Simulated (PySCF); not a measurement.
Bond stretch in SMILES [F][Al]([F])[F]. The Al1–F4 bond (Al1 also carries F, F; F4 carries nothing else) is stretched with both fragments frozen at the PBE0/def2-TZVP optimised geometry.

Levels: RKS-PBE = PySCF with restricted PBE/6-31G; UKS-PBE = unrestricted PBE/6-31G run with PySCF; RKS-CAM-B3LYP = restricted CAM-B3LYP/6-31G (PySCF); UCCSD(T) = PySCF with CCSD(T) on UHF/6-31G, 8 core orbitals frozen.

Energies relative to the lowest point of each curve near equilibrium, in kcal/mol; the last columns give the difference from UCCSD(T):

```json
[
 {"R / Å": "1.31", "RKS-PBE": "100.1", "UKS-PBE": "100.1", "RKS-CAM-B3LYP": "93.2", "UCCSD(T)": "99.4", "RKS-PBE − UCCSD(T)": "0.7", "UKS-PBE − UCCSD(T)": "0.7", "RKS-CAM-B3LYP − UCCSD(T)": "-6.2"},
 {"R / Å": "1.39", "RKS-PBE": "53.5", "UKS-PBE": "53.5", "RKS-CAM-B3LYP": "48.1", "UCCSD(T)": "52.3", "RKS-PBE − UCCSD(T)": "1.1", "UKS-PBE − UCCSD(T)": "1.1", "RKS-CAM-B3LYP − UCCSD(T)": "-4.3"},
 {"R / Å": "1.46", "RKS-PBE": "27.9", "UKS-PBE": "27.9", "RKS-CAM-B3LYP": "23.8", "UCCSD(T)": "26.7", "RKS-PBE − UCCSD(T)": "1.2", "UKS-PBE − UCCSD(T)": "1.2", "RKS-CAM-B3LYP − UCCSD(T)": "-2.9"},
 {"R / Å": "1.52", "RKS-PBE": "14.0", "UKS-PBE": "14.0", "RKS-CAM-B3LYP": "10.9", "UCCSD(T)": "12.9", "RKS-PBE − UCCSD(T)": "1.0", "UKS-PBE − UCCSD(T)": "1.0", "RKS-CAM-B3LYP − UCCSD(T)": "-2.0"},
 {"R / Å": "1.58", "RKS-PBE": "5.5", "UKS-PBE": "5.5", "RKS-CAM-B3LYP": "3.6", "UCCSD(T)": "4.8", "RKS-PBE − UCCSD(T)": "0.8", "UKS-PBE − UCCSD(T)": "0.8", "RKS-CAM-B3LYP − UCCSD(T)": "-1.2"},
 {"R / Å": "1.63", "RKS-PBE": "1.7", "UKS-PBE": "1.7", "RKS-CAM-B3LYP": "0.6", "UCCSD(T)": "1.2", "RKS-PBE − UCCSD(T)": "0.5", "UKS-PBE − UCCSD(T)": "0.5", "RKS-CAM-B3LYP − UCCSD(T)": "-0.7"},
 {"R / Å": "1.70", "RKS-PBE": "0.0", "UKS-PBE": "0.0", "RKS-CAM-B3LYP": "0.0", "UCCSD(T)": "0.0", "RKS-PBE − UCCSD(T)": "0.0", "UKS-PBE − UCCSD(T)": "0.0", "RKS-CAM-B3LYP − UCCSD(T)": "0.0"},
 {"R / Å": "1.72", "RKS-PBE": "0.1", "UKS-PBE": "0.1", "RKS-CAM-B3LYP": "0.5", "UCCSD(T)": "0.3", "RKS-PBE − UCCSD(T)": "-0.2", "UKS-PBE − UCCSD(T)": "-0.2", "RKS-CAM-B3LYP − UCCSD(T)": "0.2"},
 {"R / Å": "1.79", "RKS-PBE": "2.3", "UKS-PBE": "2.3", "RKS-CAM-B3LYP": "3.7", "UCCSD(T)": "3.0", "RKS-PBE − UCCSD(T)": "-0.7", "UKS-PBE − UCCSD(T)": "-0.7", "RKS-CAM-B3LYP − UCCSD(T)": "0.7"},
 {"R / Å": "1.88", "RKS-PBE": "7.8", "UKS-PBE": "7.8", "RKS-CAM-B3LYP": "10.6", "UCCSD(T)": "9.4", "RKS-PBE − UCCSD(T)": "-1.6", "UKS-PBE − UCCSD(T)": "-1.6", "RKS-CAM-B3LYP − UCCSD(T)": "1.2"},
 {"R / Å": "2.01", "RKS-PBE": "19.1", "UKS-PBE": "19.1", "RKS-CAM-B3LYP": "23.8", "UCCSD(T)": "22.1", "RKS-PBE − UCCSD(T)": "-3.0", "UKS-PBE − UCCSD(T)": "-3.0", "RKS-CAM-B3LYP − UCCSD(T)": "1.7"},
 {"R / Å": "2.22", "RKS-PBE": "40.1", "UKS-PBE": "40.1", "RKS-CAM-B3LYP": "47.8", "UCCSD(T)": "45.5", "RKS-PBE − UCCSD(T)": "-5.4", "UKS-PBE − UCCSD(T)": "-5.4", "RKS-CAM-B3LYP − UCCSD(T)": "2.3"},
 {"R / Å": "2.41", "RKS-PBE": "58.7", "UKS-PBE": "58.7", "RKS-CAM-B3LYP": "69.1", "UCCSD(T)": "66.9", "RKS-PBE − UCCSD(T)": "-8.2", "UKS-PBE − UCCSD(T)": "-8.2", "RKS-CAM-B3LYP − UCCSD(T)": "2.2"},
 {"R / Å": "2.66", "RKS-PBE": "80.2", "UKS-PBE": "80.2", "RKS-CAM-B3LYP": "94.0", "UCCSD(T)": "90.5", "RKS-PBE − UCCSD(T)": "-10.3", "UKS-PBE − UCCSD(T)": "-10.3", "RKS-CAM-B3LYP − UCCSD(T)": "3.5"},
 {"R / Å": "2.93", "RKS-PBE": "98.6", "UKS-PBE": "98.6", "RKS-CAM-B3LYP": "116.1", "UCCSD(T)": "108.9", "RKS-PBE − UCCSD(T)": "-10.3", "UKS-PBE − UCCSD(T)": "-10.4", "RKS-CAM-B3LYP − UCCSD(T)": "7.2"},
 {"R / Å": "3.24", "RKS-PBE": "114.4", "UKS-PBE": "111.8", "RKS-CAM-B3LYP": "135.9", "UCCSD(T)": "121.5", "RKS-PBE − UCCSD(T)": "-7.1", "UKS-PBE − UCCSD(T)": "-9.7", "RKS-CAM-B3LYP − UCCSD(T)": "14.4"},
 {"R / Å": "3.54", "RKS-PBE": "—", "UKS-PBE": "119.2", "RKS-CAM-B3LYP": "150.5", "UCCSD(T)": "125.8", "RKS-PBE − UCCSD(T)": "—", "UKS-PBE − UCCSD(T)": "-6.6", "RKS-CAM-B3LYP − UCCSD(T)": "24.7"},
 {"R / Å": "3.98", "RKS-PBE": "—", "UKS-PBE": "125.3", "RKS-CAM-B3LYP": "166.1", "UCCSD(T)": "127.2", "RKS-PBE − UCCSD(T)": "—", "UKS-PBE − UCCSD(T)": "-1.9", "RKS-CAM-B3LYP − UCCSD(T)": "38.9"},
 {"R / Å": "4.43", "RKS-PBE": "—", "UKS-PBE": "128.6", "RKS-CAM-B3LYP": "177.0", "UCCSD(T)": "127.3", "RKS-PBE − UCCSD(T)": "—", "UKS-PBE − UCCSD(T)": "1.3", "RKS-CAM-B3LYP − UCCSD(T)": "49.7"},
 {"R / Å": "4.86", "RKS-PBE": "—", "UKS-PBE": "130.4", "RKS-CAM-B3LYP": "184.2", "UCCSD(T)": "127.5", "RKS-PBE − UCCSD(T)": "—", "UKS-PBE − UCCSD(T)": "2.9", "RKS-CAM-B3LYP − UCCSD(T)": "56.7"},
 {"R / Å": "5.71", "RKS-PBE": "—", "UKS-PBE": "132.0", "RKS-CAM-B3LYP": "192.8", "UCCSD(T)": "127.6", "RKS-PBE − UCCSD(T)": "—", "UKS-PBE − UCCSD(T)": "4.3", "RKS-CAM-B3LYP − UCCSD(T)": "65.1"}
]
```

RKS-PBE is furthest from UCCSD(T) at 2.66 (-10.3 kcal/mol, below); its mean absolute difference over the points is 3.3 kcal/mol.

UKS-PBE is furthest from UCCSD(T) at 2.93 (-10.4 kcal/mol, below); its mean absolute difference over the points is 3.4 kcal/mol.

RKS-CAM-B3LYP is furthest from UCCSD(T) at 5.71 (65.1 kcal/mol, above); its mean absolute difference over the points is 13.6 kcal/mol.

A dash means that the run gave no value there, or that the column was ended at a point which the program doubted or which failed a test of continuity chosen for this set; such a test can also cut sound points.

The restricted form behind RKS-PBE, RKS-CAM-B3LYP keeps the bonding electrons paired and can't separate into open-shell fragments. The unrestricted determinant behind UKS-PBE is spin-contaminated at 2.93 to 5.71 Å (<S²> up to 0.8, against 0.00 for a pure singlet). At the longest distance UKS-PBE, RKS-CAM-B3LYP leaves fractional charges on the fragments, a sign of delocalisation error or of the restricted form. The unrestricted solution behind UCCSD(T) changes between 2.41 and 2.66 Å, which can leave a kink. The unrestricted determinant behind UCCSD(T) is spin-contaminated at 2.41 to 5.71 Å (<S²> up to 1.0, against 0.00 for a pure singlet).
